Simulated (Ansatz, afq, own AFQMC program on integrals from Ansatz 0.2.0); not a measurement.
Integrals from Ansatz 0.2.0, then the random walk in our own AFQMC program (afq).

```yaml
crystal:
  periodic: [false, false, false]
  atoms:
    - {symbol: Fe, position_ang: [0.000000, 0.000000, 0.000000]}
basis:
  gaussian: {orbitals: def2-SVP}
total_charge: 1
magnetization: {spin_polarized: false, initial_magnetization: 3}
correlation: {method: ccsd_t, electrons: outside_noble_gas, hamiltonian_folder: ham}
```

```sh
$ ansatz run in.yaml --threads 1 --pin off --events-out ev --progress --plain --max-ram 16896MiB --backend cuda --devices 0, --max-vram 18GiB
```

afq runs on the folder ham with

```
--method phaseless --trial cisd --walkers 4000 --populations 20 --least-time 60 --time-step 0.005 --steps-per-block 50 --equilibration-blocks 40 --max-blocks 4000 --target-error 0.00016 --factor-cut 1e-05 --start spin_pure --seed 3005 --release-times 0.24,0.6,1.2,2,3,4.2 --release-step 0.04 --release-every 3 --taylor-order 6
```

Times are imaginary, in 1/Eh. The walk had a cap of 171 s. With eight or more populations the least sampling time is a fifth of least-time, and the error comes from their spread.

```
orbitals 22  electrons 5 2  factors 180 of 237
reference energy -1261.95206590 Eh
CCSD correlation -0.12922451 Eh in 11 cycles, weight of the determinant in the CISD state 0.9695
energy of the start -1262.081273 Eh
 block  time / (1/Eh)  mean weight  energy / Eh
     1     0.250  0.9998  -1262.081442
     2     0.500  0.9998  -1262.082526
     3     0.750  1.0001  -1262.083085
     4     1.000  1.0000  -1262.083159
     5     1.250  0.9999  -1262.083506
     8     2.000  0.9999  -1262.083656
    11     2.750  1.0000  -1262.083816
    41    10.250  1.0002  -1262.083681
    71    17.750  1.0003  -1262.084889
   101    25.250  1.0004  -1262.085545
   131    32.750  1.0002  -1262.084378
   151    37.750  1.0000  -1262.085723
   161    40.250  1.0008  -1262.084085
   191    47.750  0.9996  -1262.085265
   221    55.250  1.0003  -1262.083777
   251    62.750  1.0006  -1262.084990
   281    70.250  0.9996  -1262.085479
   311    77.750  1.0003  -1262.083995
   341    85.250  1.0002  -1262.085245
   351    87.750  0.9999  -1262.083203
   371    92.750  1.0001  -1262.084133
   401   100.250  0.9995  -1262.084150
   421   105.250  1.0002  -1262.084823
error from the spread of 20 populations
released: time / (1/Eh)  energy / Eh  error  mean overlap
  0.24  -1262.084924  0.000121  0.9991
  0.60  -1262.085104  0.000136  0.9976
  1.20  -1262.085082  0.000105  0.9960
  2.00  -1262.084662  0.000118  0.9920
  3.00  -1262.084007  0.000239  0.9878
  4.20  -1262.084261  0.000356  0.9864
energy -1262.084273 +/- 0.000079 Eh
(rows thinned)
```

Task: Estimate how long the walk took on 1 × NVIDIA H100 80GB HBM3 with 2 threads of AMD EPYC 7R13 Processor (Zen 3) (shared host) (the card was shared).

Result: 2.6 min of wall time.

The run passed its tests (sampling time, drift between the halves within three errors, error under three times the target), which doesn't prove that it has relaxed.

Against this walk (error 2.2 meV) on the same determinant: CCSD(T) 15.5 meV higher, CCSDT(Q) 14.4 meV higher, CCSDTQ 13.3 meV higher, full CI 13.2 meV higher. The error is statistical and leaves out the bias of the constraint. The released energies move by 1.5 errors or more from one time to the next (meV from the phaseless value at times in 1/Eh: -23 ± 4 at 0.60, -22 ± 3 at 1.20, -11 ± 3 at 2.00, 7 ± 7 at 3.00, 0 ± 10 at 4.20), so they give no level.

Cautions: constraint bias not in the error; no relativity below Rb; outer-core shells of the metal frozen; another spin lies lower (by 851 meV); a spin-contaminated unrestricted determinant lies lower (UHF 1.28 eV lower, ⟨S²⟩ 4.75); CCSDTQ on the UHF determinant differs (98 meV higher), by its state or its frozen core.

CCSDT and higher add their correlation energy to the determinant of the CCSD(T) run, since their own runs factorise the integrals more tightly (a shift of under 2 meV). A walk keeps the symmetry of its determinant, which the program's search chose and which needn't be the lowest solution, so a lower state of the same spin and another symmetry isn't excluded.
